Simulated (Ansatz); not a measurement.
Relaxation of Al2H5S (8 atoms, charge 1, multiplicity 1), to a largest force component of 0.015 eV/Å in at most 40 steps.

All numbers below come from RKS PBE0-D4/def2-SVP in Ansatz.

```xyz
8
Properties=species:S:1:pos:R:3
Al -1.572 1.312 -1.057
S -0.055 -0.094 -0.058
Al 1.585 -1.348 0.946
H -2.802 0.728 -1.737
H -1.055 2.731 -0.863
H -0.744 -1.199 -0.442
H 1.196 -2.810 0.768
H 2.760 -0.651 1.617
```

Task: Where does it end, and by what steps?

Result: The run converged. The force dipped under the threshold on the way, but the program's further checks kept it going. Limits of this set-up: the dipole of an ion depends on the origin. After 13 steps the energy has fallen by 0.429 eV; H8 moved furthest, 1.00 Å.

```
step  energy less start (eV)  largest force component (eV/Å)  accepted
   0                  0.0000                           0.720       yes
   1                 -0.2511                           0.363       yes
   2                 -0.2827                           0.437       yes
   3                 -0.3465                           0.128       yes
   4                 -0.3851                           0.089       yes
   5                 -0.4005                           0.050       yes
   6                 -0.4078                           0.106       yes
   7                 -0.3982                           0.195        no
   8                 -0.4144                           0.052       yes
   9                 -0.4211                           0.031       yes
  10                 -0.4267                           0.097       yes
  11                 -0.4281                           0.093       yes
  12                 -0.4291                           0.007       yes
  13                 -0.4291                           0.015       yes
```

```xyz
8
Properties=species:S:1:pos:R:3
Al -1.290 1.303 -0.951
S -0.714 -0.603 0.266
Al 1.478 -1.189 0.809
H -2.416 0.948 -1.976
H -0.407 2.486 -0.434
H -1.238 -1.657 -0.403
H 1.668 -2.730 0.622
H 2.230 0.112 1.242
```

Whether the end is a true minimum wasn't checked by a vibrational analysis.

The run took 29 s on 1 thread of Intel(R) Xeon(R) Platinum 8375C CPU @ 2.90GHz (Ice Lake), on a shared host, peak memory 0.16 GiB.
